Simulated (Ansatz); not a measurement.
Complex (SMILES): F (HF) with F (HF), atoms 1 to 2 the first; geometry from NCB31 set, monomers rigid:
```xyz
4

F      1.3237    -0.0902     0.0000
H      1.7404     0.7334     0.0000
F     -1.4572     0.0193     0.0000
H     -0.5393    -0.0947     0.0001
```

Interaction energy at PBE with Ansatz (a program for electronic structure), kcal/mol, without and with the counterpoise correction (monomers among the partner's ghost functions). Cartesian d functions, on some or all atoms, in 6-31+G*; all else is spherical. The program fits the integrals of some runs and decomposes those of others, by size. No added dispersion term, no relativity. Reference, counterpoise-corrected: the value in aug-cc-pV5Z, -4.62.

| basis | functions | uncorrected |
|---|---|---|
| 6-31G | 22 | -9.40 |
| pcseg-0 | 22 | -11.95 |
| 6-31+G* | 42 | -5.51 |
| 6-311+G** | 56 | -5.16 |
| def2-SVPD | 62 | -5.08 |
| aug-cc-pVDZ | 64 | -4.71 |
| 6-311++G(2d,2p) | 74 | -4.97 |
| jun-cc-pV(T+d)Z | 106 | -4.63 |
| def2-TZVPPD | 114 | -4.59 |
| aug-pcseg-2 | 138 | -4.66 |
| def2-QZVPP | 174 | -4.90 |
| aug-cc-pV5Z | 414 | -4.63 |

Task: How large is the counterpoise correction in each set?

Result: 6-31G 2.89, pcseg-0 5.54, 6-31+G* 0.66, 6-311+G** 0.46, def2-SVPD 0.45, aug-cc-pVDZ 0.20, 6-311++G(2d,2p) 0.44, jun-cc-pV(T+d)Z 0.09, def2-TZVPPD 0.04, aug-pcseg-2 0.07, def2-QZVPP 0.24, aug-cc-pV5Z 0.01 kcal/mol. The corrected value lies nearer the reference in 9 of 12 rows.
